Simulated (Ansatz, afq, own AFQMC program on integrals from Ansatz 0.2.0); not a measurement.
# BH₃ (triplet): AFQMC on the coupled-cluster ladder, aug-cc-pVDZ

How near does AFQMC come to the top of the ladder for BH₃ (triplet)?

Computed with Ansatz 0.2.0, Gaussian basis, and an in-house AFQMC program (afq) on its integrals; all values are calculated. Level: aug-cc-pVDZ, frozen cores.

To be run: PBE (unrestricted); r2SCAN (unrestricted); PBE0 (unrestricted); B3LYP (unrestricted); wB97M-V (unrestricted); B2PLYP (unrestricted); CCSD(T) on UHF; CCSDT(Q) on UHF; Phaseless AFQMC, CISD trial on UHF.

### Step 1. The system

The geometry is a PBE0/def2-TZVP stationary point (not a proven minimum) of the parent state, kept for this charge and spin.

4 atoms, charge 0, spin multiplicity 3.

Atoms are counted from 1 here; the program's logs count them from 0.

Bond lengths: B1–H2 1.276 Å, B1–H3 1.174 Å, B1–H4 1.276 Å. Angles: H2–B1–H3 145.8°, H2–B1–H4 68.5°, H3–B1–H4 145.8°.

### Step 2. PBE (unrestricted)

Input file in.yaml:

```yaml
crystal:
  periodic: [false, false, false]
  atoms:
    - {symbol: B, position_ang: [0.000000, 0.000000, 0.068140]}
    - {symbol: H, position_ang: [0.000000, 0.717784, -0.986606]}
    - {symbol: H, position_ang: [0.000000, 0.000000, 1.242354]}
    - {symbol: H, position_ang: [0.000000, -0.717784, -0.986606]}
basis:
  gaussian: {orbitals: aug-cc-pVDZ}
magnetization: {spin_polarized: true, initial_magnetization: 2}
hamiltonian: {xc: {name: PBE}}
output: {orbitals: {seedname: orbitals}}
```

Run with:

```console
$ ansatz run in.yaml --threads 1 --pin off --events-out ev --progress --plain --max-ram 1843MiB
```

Log:

```text
Functional definition: PBE
  name "PBE"
  cite "Perdew, Burke & Ernzerhof, Phys. Rev. Lett. 77, 3865 (1996) doi:10.1103/PhysRevLett.77.3865"
  parent pbe
  parameter kappa = 0.804
  parameter beta = 0.06672455060314922
  exchange = pbe_x(kappa = kappa, mu = beta*pi^2/3)
  correlation = pbe_c(beta = beta)
399 factors; their error is unknown
mean field evaluation 1: about -716.4427 eV, gradient 1.6e1 eV
mean field evaluation 2: about -716.2971 eV, gradient 1.6e1 eV
mean field evaluation 4: about -718.5226 eV, gradient 1.6e-1 eV
mean field evaluation 8: about -718.5097 eV, gradient 2.1e-2 eV
mean field -718.50974934 eV, -26.4047462648 hartree, gradient 7.1e-6 eV, S^2 2.006648; 0 other end points of the search recorded, 0 dependent functions left out
reference -718.50983407 eV, -26.4047493788 hartree; 5, 3 occupied and 45, 47 virtual orbitals, 399 factors
Total energy: -718.50983407 eV, -26.4047493788 hartree
```

Run time: 0.39 s. Hardware: 1 thread of Intel Xeon 6975P-C (Granite Rapids), shared host; peak memory 0.32 GiB.

From the report: ⟨S²⟩ of the determinant 2.007 (pure triplet: 2.00).

### Step 3. r2SCAN (unrestricted)

in.yaml: that of step 2 with these lines changed.

```diff
@@ -10,3 +10,2 @@
 magnetization: {spin_polarized: true, initial_magnetization: 2}
-hamiltonian: {xc: {name: PBE}}
-output: {orbitals: {seedname: orbitals}}
+hamiltonian: {xc: {name: r2SCAN}}
```

Same command.

Log:

```text
Functional definition: r2SCAN
  name "r2SCAN"
  cite "Furness, Kaplan, Ning, Perdew & Sun, J. Phys. Chem. Lett. 11, 8208 (2020) doi:10.1021/acs.jpclett.0c02405"
  cite "Furness, Kaplan, Ning, Perdew & Sun, J. Phys. Chem. Lett. 11, 9248 (2020) doi:10.1021/acs.jpclett.0c03077"
  parent r2scan
  parameter k0 = 0.174
  parameter k1 = 0.065
  parameter a1 = 4.9479
  exchange = r2scan_x(k0 = k0, k1 = k1, a1 = a1)
  correlation = r2scan_c
399 factors; their error is unknown
mean field evaluation 1: about -717.8570 eV, gradient 1.4e1 eV
mean field evaluation 2: about -718.4606 eV, gradient 1.1e1 eV
mean field evaluation 4: about -719.4292 eV, gradient 1.3e-1 eV
mean field evaluation 8: about -719.4146 eV, gradient 1.9e-2 eV
mean field -719.41456143 eV, -26.4379974958 hartree, gradient 1.2e-5 eV, S^2 2.013390; 0 other end points of the search recorded, 0 dependent functions left out
reference -719.41459934 eV, -26.4379988891 hartree; 5, 3 occupied and 45, 47 virtual orbitals, 399 factors
Total energy: -719.41459934 eV, -26.4379988891 hartree
```

It took 0.75 s on 1 thread of Intel Xeon 6975P-C (Granite Rapids), shared host; peak memory 0.32 GiB.

From the report: ⟨S²⟩ of the determinant 2.013 (pure triplet: 2.00).

### Step 4. PBE0 (unrestricted)

in.yaml: that of step 3 with these lines changed.

```diff
@@ -10,2 +10,3 @@
 magnetization: {spin_polarized: true, initial_magnetization: 2}
-hamiltonian: {xc: {name: r2SCAN}}
+hamiltonian: {xc: {name: PBE0}}
+output: {orbitals: {seedname: orbitals}}
```

The command is unchanged.

Log:

```text
Functional definition: PBE0
  name "PBE0"
  cite "Adamo & Barone, J. Chem. Phys. 110, 6158 (1999) doi:10.1063/1.478522"
  cite "Perdew, Burke & Ernzerhof, Phys. Rev. Lett. 77, 3865 (1996) doi:10.1103/PhysRevLett.77.3865"
  parent pbe
  parameter a = 0.25
  parameter kappa = 0.804
  parameter beta = 0.06672455060314922
  exchange = (1 - a)*pbe_x(kappa = kappa, mu = beta*pi^2/3) + a*exact_x
  correlation = pbe_c(beta = beta)
399 factors; their error is unknown
mean field evaluation 1: about -717.6178 eV, gradient 1.2e1 eV
mean field evaluation 2: about -718.2544 eV, gradient 8.0e0 eV
mean field evaluation 4: about -718.7610 eV, gradient 1.0e-1 eV
mean field evaluation 8: about -718.7593 eV, gradient 1.4e-2 eV
mean field -718.75930217 eV, -26.4139171623 hartree, gradient 7.5e-5 eV, S^2 2.008264; 0 other end points of the search recorded, 0 dependent functions left out
reference -718.75936482 eV, -26.4139194645 hartree; 5, 3 occupied and 45, 47 virtual orbitals, 399 factors
Total energy: -718.75936482 eV, -26.4139194645 hartree
```

It took 0.42 s on 1 thread of Intel Xeon 6975P-C (Granite Rapids), shared host; peak memory 0.32 GiB.

From the report: ⟨S²⟩ of the determinant 2.008 (pure triplet: 2.00).

### Step 5. B3LYP (unrestricted)

in.yaml: that of step 4 with these lines changed.

```diff
@@ -10,3 +10,2 @@
 magnetization: {spin_polarized: true, initial_magnetization: 2}
-hamiltonian: {xc: {name: PBE0}}
-output: {orbitals: {seedname: orbitals}}
+hamiltonian: {xc: {name: B3LYP}}
```

Same command.

Log:

```text
Functional definition: B3LYP
  name "B3LYP"
  cite "Stephens, Devlin, Chabalowski & Frisch, J. Phys. Chem. 98, 11623 (1994) doi:10.1021/j100096a001"
  cite "Becke, Phys. Rev. A 38, 3098 (1988) doi:10.1103/PhysRevA.38.3098"
  cite "Lee, Yang & Parr, Phys. Rev. B 37, 785 (1988) doi:10.1103/PhysRevB.37.785"
  cite "Vosko, Wilk & Nusair, Can. J. Phys. 58, 1200 (1980) doi:10.1139/p80-159"
  parameter a0 = 0.2
  parameter ax = 0.72
  parameter ac = 0.81
  exchange = (1 - a0 - ax)*slater_x + ax*b88_x + a0*exact_x
  correlation = (1 - ac)*vwn_rpa_c + ac*lyp_c
399 factors; their error is unknown
mean field evaluation 1: about -718.6488 eV, gradient 1.3e1 eV
mean field evaluation 2: about -719.2454 eV, gradient 1.0e1 eV
mean field evaluation 4: about -720.0485 eV, gradient 9.8e-2 eV
mean field evaluation 8: about -720.0448 eV, gradient 1.9e-3 eV
mean field -720.04476407 eV, -26.4611570158 hartree, gradient 1.6e-5 eV, S^2 2.005945; 0 other end points of the search recorded, 0 dependent functions left out
reference -720.04503758 eV, -26.4611670670 hartree; 5, 3 occupied and 45, 47 virtual orbitals, 399 factors
Total energy: -720.04503758 eV, -26.4611670670 hartree
```

It took 0.48 s on 1 thread of Intel Xeon 6975P-C (Granite Rapids), shared host; peak memory 0.32 GiB.

From the report: ⟨S²⟩ of the determinant 2.006 (pure triplet: 2.00).

### Step 6. wB97M-V (unrestricted)

in.yaml: that of step 5 with these lines changed.

```diff
@@ -10,2 +10,3 @@
 magnetization: {spin_polarized: true, initial_magnetization: 2}
-hamiltonian: {xc: {name: B3LYP}}
+hamiltonian: {xc: {name: wB97M-V}}
+output: {orbitals: {seedname: orbitals}}
```

Same command.

Log, shortened:

```text
Functional definition: wB97M-V
  name "wB97M-V"
  cite "Mardirossian & Head-Gordon, J. Chem. Phys. 144, 214110 (2016) doi:10.1063/1.4952647"
  cite "Becke, J. Chem. Phys. 107, 8554 (1997) doi:10.1063/1.475007"
  cite "Vydrov & Van Voorhis, J. Chem. Phys. 133, 244103 (2010) doi:10.1063/1.3521275"
  # Of w^i u^j: cxij and so on, Table III.
[...]
  gx(w, u) = 1 - cx + cx01*u + cx10*w
  gss(w, u) = css00 + css04*u^4 + css10*w + css20*w^2 + css43*w^4*u^3
  gos(w, u) = cos00 + cos10*w + (cos20 + cos21*u)*w^2 + (cos60 + cos61*u)*w^6
[...]
      + integral(e_c_pw_mod_opposite_spin*gos(b97_w_opposite, b97_u_opposite)) + vv10(b, c)
399 factors; their error is unknown
238 factors; integrals over basis functions are off by at most 2.3e-6 eV
[...]
mean field -718.88176484 eV, -26.4184175824 hartree, gradient 3.9e-5 eV, S^2 2.003634; 0 other end points of the search recorded, 0 dependent functions left out
reference -718.88184268 eV, -26.4184204428 hartree; 5, 3 occupied and 45, 47 virtual orbitals, 399 factors
Total energy: -718.88184268 eV, -26.4184204428 hartree
```

It took 1.4 s on 1 thread of Intel Xeon 6975P-C (Granite Rapids), shared host; peak memory 0.32 GiB.

From the report: ⟨S²⟩ of the determinant 2.004 (pure triplet: 2.00).

### Step 7. B2PLYP (unrestricted)

in.yaml: that of step 6 with these lines changed.

```diff
@@ -10,3 +10,3 @@
 magnetization: {spin_polarized: true, initial_magnetization: 2}
-hamiltonian: {xc: {name: wB97M-V}}
-output: {orbitals: {seedname: orbitals}}
+hamiltonian: {xc: {name: B2PLYP}}
+correlation: {electrons: outside_noble_gas}
```

The command is unchanged.

Log, shortened:

```text
Functional definition: B2PLYP
  name "B2PLYP"
  cite "Grimme, J. Chem. Phys. 124, 034108 (2006) doi:10.1063/1.2148954"
  cite "Becke, Phys. Rev. A 38, 3098 (1988) doi:10.1103/PhysRevA.38.3098"
  cite "Lee, Yang & Parr, Phys. Rev. B 37, 785 (1988) doi:10.1103/PhysRevB.37.785"
[...]
480 factors; integrals over basis functions are off by at most 1.4e-3 eV
[...]
mean field -717.83588183 eV, -26.3799820906 hartree, gradient 6.7e-6 eV, S^2 2.009815; 0 other end points of the search recorded, 0 dependent functions left out
1 core orbitals not correlated: weight in the atoms' cores, before any rotation towards them, 1.000 or more for the frozen orbitals, at most 0.000 for the correlated occupied ones
reference -717.83604801 eV, -26.3799881975 hartree; 4, 2 occupied and 45, 47 virtual orbitals, 480 factors
second order -3.02488626 eV of doubles, -0.00000000 eV of singles
Total energy: -718.65276730 eV, -26.4100020778 hartree
```

Wall time 0.51 s (1 thread of Intel Xeon 6975P-C (Granite Rapids), shared host); peak memory 0.32 GiB.

From the report: ⟨S²⟩ of the determinant 2.010 (pure triplet: 2.00).

### Step 8. CCSD(T) on UHF

in.yaml: that of step 7 with these lines changed.

```diff
@@ -10,3 +10,2 @@
 magnetization: {spin_polarized: true, initial_magnetization: 2}
-hamiltonian: {xc: {name: B2PLYP}}
-correlation: {electrons: outside_noble_gas}
+correlation: {method: ccsd_t, electrons: outside_noble_gas, hamiltonian_folder: ham}
```

The command is unchanged.

Log, shortened:

```text
Functional definition: HF
  name "HF"
  cite "Fock, Z. Phys. 61, 126 (1930) doi:10.1007/BF01340294"
  parent pbe
[...]
480 factors; integrals over basis functions are off by at most 1.4e-3 eV
[...]
mean field -714.06426503 eV, -26.2413777295 hartree, gradient 8.8e-7 eV, S^2 2.020479; 0 other end points of the search recorded, 0 dependent functions left out
1 core orbitals not correlated: weight in the atoms' cores, before any rotation towards them, 1.000 or more for the frozen orbitals, at most 0.000 for the correlated occupied ones
reference -714.06426503 eV, -26.2413777295 hartree; 4, 2 occupied and 45, 47 virtual orbitals, 480 factors
second order -2.43442910 eV of doubles, -0.00000000 eV of singles
cycle   1  -2.89391468 eV  change   -4.6e-1 eV  update   4.9e-2
[...]
cycle   9  -3.07201672 eV  change    6.3e-6 eV  update   6.1e-6
perturbative correction -0.06960847 eV, -0.0025580642 hartree
Total energy: -717.20589022 eV, -26.3568303259 hartree
```

Run time: 0.66 s. Hardware: 1 thread of Intel Xeon 6975P-C (Granite Rapids), shared host; peak memory 0.32 GiB.

From the report: ⟨S²⟩ of the determinant 2.020 (pure triplet: 2.00); correlation -3.1416 eV; T1 0.012; largest double amplitude 0.04.

This run also writes the integrals to the folder ham.

### Step 9. CCSDT(Q) on UHF

in.yaml: that of step 8 with these lines changed.

```diff
@@ -10,2 +10,2 @@
 magnetization: {spin_polarized: true, initial_magnetization: 2}
-correlation: {method: ccsd_t, electrons: outside_noble_gas, hamiltonian_folder: ham}
+correlation: {method: ccsdt_q, electrons: outside_noble_gas}
```

Launched as before.

Log, shortened:

```text
Functional definition: HF
  name "HF"
  cite "Fock, Z. Phys. 61, 126 (1930) doi:10.1007/BF01340294"
  parent pbe
[...]
808 factors; integrals over basis functions are off by at most 1.5e-7 eV
[...]
mean field -714.06426779 eV, -26.2413778311 hartree, gradient 8.6e-7 eV, S^2 2.020479; 0 other end points of the search recorded, 0 dependent functions left out
1 core orbitals not correlated: weight in the atoms' cores, before any rotation towards them, 1.000 or more for the frozen orbitals, at most 0.000 for the correlated occupied ones
reference -714.06426779 eV, -26.2413778311 hartree; 4, 2 occupied and 45, 47 virtual orbitals, 808 factors
second order -2.43443000 eV of doubles, -0.00000000 eV of singles
cycle   1  -2.89390765 eV  change   -4.6e-1 eV  update   5.3e-2
[...]
cycle  14  -3.15949502 eV  change    4.0e-7 eV  update   2.6e-7
perturbative correction -0.00204941 eV, -0.0000753144 hartree
Total energy: -717.22581221 eV, -26.3575624457 hartree
```

Run time: 10 s. Hardware: 1 thread of Intel Xeon 6975P-C (Granite Rapids), shared host; peak memory 0.32 GiB.

From the report: ⟨S²⟩ of the determinant 2.020 (pure triplet: 2.00); correlation -3.1615 eV; T1 0.012; largest double amplitude 0.04.

### Step 10. Phaseless AFQMC, CISD trial on UHF

It reads the integrals that the CCSD(T) run on this determinant wrote.

Run with:

```console
$ afq ham --method phaseless --trial cisd --walkers 60 --populations 1 --least-time 40 --time-step 0.005 --steps-per-block 50 --equilibration-blocks 28 --max-blocks 300 --target-error 0.00029 --factor-cut 1e-05 --start spin_pure --seed 7608 --release-times 0.24,0.5,1,1.5 --release-step 0.02 --release-every 4 --taylor-order 6
```

Log:

```text
orbitals 49  electrons 4 2  factors 398 of 480
reference energy -26.24137773 Eh
CCSD correlation -0.11289457 Eh in 10 cycles, weight of the determinant in the CISD state 0.9357
energy of the start -26.354055 Eh
 block  time / (1/Eh)  mean weight  energy / Eh
     1     0.250  1.0002  -26.353762
     2     0.500  1.0017  -26.354422
     3     0.750  1.0011  -26.354644
     4     1.000  0.9996  -26.355801
     5     1.250  1.0005  -26.355748
     6     1.500  1.0005  -26.356541
     7     1.750  1.0006  -26.357223
     8     2.000  0.9989  -26.356305
     9     2.250  1.0001  -26.356253
    10     2.500  0.9999  -26.356250
    13     3.250  1.0019  -26.357805
    17     4.250  1.0011  -26.356681
    21     5.250  0.9990  -26.357675
    25     6.250  0.9998  -26.358082
    29     7.250  1.0004  -26.357466
    33     8.250  0.9981  -26.359175
    37     9.250  0.9976  -26.357431
    41    10.250  1.0022  -26.357822
    45    11.250  0.9994  -26.356748
    49    12.250  1.0008  -26.359635
    53    13.250  0.9972  -26.357797
    57    14.250  1.0003  -26.356540
    61    15.250  1.0013  -26.356783
    65    16.250  0.9994  -26.356415
    69    17.250  1.0008  -26.357744
    73    18.250  0.9998  -26.356239
    77    19.250  0.9994  -26.356710
    81    20.250  0.9998  -26.357741
    85    21.250  1.0015  -26.357484
    89    22.250  0.9990  -26.357779
    93    23.250  0.9997  -26.356162
    97    24.250  0.9992  -26.356209
   101    25.250  1.0014  -26.357077
   105    26.250  1.0015  -26.359663
   109    27.250  1.0009  -26.357695
   113    28.250  1.0008  -26.356580
   117    29.250  1.0007  -26.356329
   121    30.250  0.9983  -26.360626
   125    31.250  1.0012  -26.355550
   129    32.250  1.0003  -26.356226
   133    33.250  1.0005  -26.357085
   137    34.250  0.9990  -26.359117
   141    35.250  1.0013  -26.358976
   145    36.250  1.0019  -26.356775
   149    37.250  0.9995  -26.356955
   153    38.250  1.0003  -26.356997
   157    39.250  1.0008  -26.356622
   161    40.250  1.0014  -26.355866
   165    41.250  0.9996  -26.356977
   169    42.250  0.9979  -26.356699
   173    43.250  1.0005  -26.355848
   177    44.250  0.9988  -26.356750
   181    45.250  0.9998  -26.357913
   185    46.250  1.0011  -26.357357
blocks merged  error / Eh  count
     1  0.000095  160
     2  0.000126  80
     4  0.000152  40
     8  0.000177  20
    16  0.000076  10
released: time / (1/Eh)  energy / Eh  error  mean overlap
  0.24  -26.357362  0.000176  0.9984
  0.50  -26.357364  0.000151  1.0001
  1.00  -26.357444  0.000133  1.0037
  1.50  -26.357544  0.000141  0.9987
energy -26.357279 +/- 0.000177 Eh
```

It took 4.4 min on 1 thread of Intel Xeon 6975P-C (Granite Rapids), shared host; peak memory 0.39 GiB.

Energy -717.2181 ± 0.0048 eV. Caveats: constraint bias not in the error.

### Step 11. All levels side by side

On the UHF determinant, counted from CCSDT(Q) (a yardstick, not exact):

| level | energy (eV) | from CCSDT(Q) (kcal/mol) | statistical error (kcal/mol) | time |
| --- | --- | --- | --- | --- |
| HF | -714.0643 | +72.91 |  |  |
| MP2 | -716.4987 | +16.77 |  |  |
| CCSD | -717.1363 | +2.06 |  |  |
| CCSD(T) | -717.2059 | +0.46 |  |  |
| CCSDT(Q) | -717.2258 | 0.00 |  |  |
| Phaseless AFQMC, CISD trial, step 0.005, 60 walkers | -717.2181 | +0.18 | 0.11 | 4.4 min |

The functionals' totals stand on their own zeros and serve differences with other points: PBE -718.510 eV; r2SCAN -719.415 eV; PBE0 -718.759 eV; B3LYP -720.045 eV; wB97M-V -718.882 eV; B2PLYP -718.653 eV.

### Step 12. What came out

| quantity | value |
| --- | --- |
| CCSD(T) on UHF from CCSDT(Q) | +0.46 kcal/mol |
| Phaseless AFQMC, CISD trial on UHF from CCSDT(Q) | +0.18 ± 0.11 kcal/mol |

On UHF the phaseless walk with the CISD trial lies +0.18 kcal/mol from CCSDT(Q), within three error bars. Error bars are statistical and leave out the constraint, the time step and what remains of the start.
